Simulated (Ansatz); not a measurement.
System: rock-salt RbBr. Method: PBE0-D3(BJ) (PAW; Ansatz, an electronic-structure program).

Run with plane-wave cutoff 460 eV, 6×6×6 k mesh, Fermi–Dirac smearing 0.01 eV, scalar-relativistic PAW data made under PBE.

A third-order Birch–Murnaghan fit to the energies gives V0 = 39.719 Å³/atom, B0 = 15.1 GPa, B′ = 5.1.

```json
[
 {"V (Å³/atom)": "37.687", "P (GPa)": "___"},
 {"V (Å³/atom)": "38.679", "P (GPa)": "___"},
 {"V (Å³/atom)": "39.671", "P (GPa)": "0.018"},
 {"V (Å³/atom)": "40.283", "P (GPa)": "___"},
 {"V (Å³/atom)": "41.654", "P (GPa)": "___"}
]
```

### Question
Estimate the withheld pressures from this fit; the answers are the runs' own values.

### Answer

- 37.687, P (GPa): 0.903
- 38.679, P (GPa): 0.427
- 40.283, P (GPa): -0.206
- 41.654, P (GPa): -0.636

The formula P = (3/2) B0 (x^(7/3) − x^(5/3)) [1 + (3/4)(B′ − 4)(x^(2/3) − 1)] with x = V0/V meets the computed pressures within 0.01 GPa when these rounded values are put in.

Measured, for comparison: bulk modulus 16 GPa (4 K, zero-point motion not removed; as tabulated in Doll and Stoll (1998), arXiv:cond-mat/9801031); equilibrium volume per atom 39.69 Å³/atom (low temperature, zero-point motion not removed; as tabulated in Doll and Stoll (1998), arXiv:cond-mat/9801031). Computed (rounded) less measured: bulk modulus -6 %, equilibrium volume per atom +0.1 %.

Computed values are for the static lattice.
